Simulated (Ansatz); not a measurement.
A nudged elastic band was laid between two geometries of C$_{4}$H$_{5}$ClS (11 atoms, charge 0, multiplicity 1).

Level of theory: RKS PBE-D4/def2-SVP in Ansatz.

```
movable images  : 9
climbing image  : yes
spring          : 5.0 eV/Å²
optimiser       : quadratic models (default)
start path      : IDPP
force threshold : 0.03 eV/Å
iteration limit : 60
end points      : relaxed
```

First end point:

```xyz
11
Properties=species:S:1:pos:R:3
C -0.182 -1.770 0.646
C 0.495 -0.666 0.290
Cl 2.140 -0.786 -0.317
C -0.044 0.744 0.332
C -0.210 1.356 -1.037
S -1.548 2.110 -1.574
H -1.215 -1.680 1.015
H 0.271 -2.769 0.585
H -1.010 0.768 0.873
H 0.681 1.379 0.895
H 0.687 1.257 -1.687
```

Last end point:

```xyz
11
Properties=species:S:1:pos:R:3
C 0.123 -1.637 -0.199
C 0.630 -0.601 0.490
Cl 1.968 -0.842 1.599
C 0.138 0.828 0.449
C -0.733 1.128 -0.738
S -2.256 1.701 -0.680
H -0.734 -1.483 -0.870
H 0.537 -2.650 -0.098
H -0.391 1.081 1.392
H 1.032 1.492 0.394
H -0.248 0.926 -1.719
```

(1) What changes between the two ends?

(2) Give the energies along the band, and the barrier.

(3) What is the geometry of the highest image?

Results:

(1) No bond is made or broken. The dihedral Cl3–C2–C4–H9 goes from -171 to -71°.

(2) It converged. The highest image is number 6 of 0 to 10, 6.1 kJ/mol above the first end and 3.4 kJ/mol above the last; the last end lies 2.8 kJ/mol above the first. A vibrational analysis at the climbing image gives one clearly imaginary mode, 48i cm⁻¹: a first-order saddle point.

```csv
image,path coordinate (Å),energy (kJ/mol),dihedral Cl3–C2–C4–H9 (°)
0,0.00,0.0,-171
1,0.34,0.4,-164
2,0.69,1.6,-156
3,1.03,3.2,-147
4,1.37,4.7,-138
5,1.72,5.8,-128
6,2.06,6.1,-118
7,2.46,5.6,-106
8,2.87,4.5,-93
9,3.27,3.3,-82
10,3.68,2.8,-71
```

(3) 
```xyz
11
Properties=species:S:1:pos:R:3
C -0.127 -1.675 0.128
C 0.633 -0.604 0.418
Cl 2.345 -0.789 0.744
C 0.107 0.822 0.465
C -0.484 1.200 -0.866
S -2.030 1.641 -1.129
H -1.197 -1.534 -0.087
H 0.290 -2.691 0.104
H -0.655 0.933 1.263
H 0.949 1.509 0.695
H 0.234 1.131 -1.714
```

Run time: 4.2 min on 2 threads of Arm Neoverse V2, with other jobs on the host, peak memory 0.17 GiB.
